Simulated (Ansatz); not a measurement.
A made-up structure of BNH3 (charge -1), singlet:

| atom | x (Å) | y (Å) | z (Å) |
| --- | --- | --- | --- |
| B1 | 0.5838 | 0.7944 | -0.3191 |
| N2 | -0.2784 | -0.2504 | -0.1217 |
| H3 | -0.3811 | -0.7719 | 0.7489 |
| H4 | -0.8894 | -0.5739 | -0.8716 |
| H5 | 1.1851 | 1.0103 | 0.6370 |

It is relaxed with PBE-D4/def2-SVPD and then PBE0-D4/def2-TZVPD (Ansatz 0.2.0). Atoms count as bonded within 1.22 times the sum of their covalent radii (H–H: 0.88 Å). The end point is not checked to be a true minimum.

Problem. Does its bonding change? (A judgement: the text doesn't fix the answer.)

Solution. Computed: No: no bond forms or breaks.

Where it ends: The first stage lowers the energy by 0.19 eV in 5 steps. It ends as BNH₃ ([BH][NH2]), total charge -1:
```
5
angstrom
B 0.5957 0.8286 -0.3641
N -0.2933 -0.2594 -0.1376
H -0.3925 -0.7794 0.7381
H -0.9074 -0.6031 -0.8514
H 1.2176 1.0220 0.6884
```

Labels in which every atom is bracketed show which atoms are joined, not bond orders.

For scale, one of the runs: PBE0-D4/def2-TZVPD relaxation, 101 basis functions, launched by `ansatz run in.yaml --threads 2 --pin off --events-out ev --progress --plain --max-ram 4352MiB`. Hardware: 2 CPU threads of an AMD EPYC 7R13, shared host. Wall time about 8.5 s.
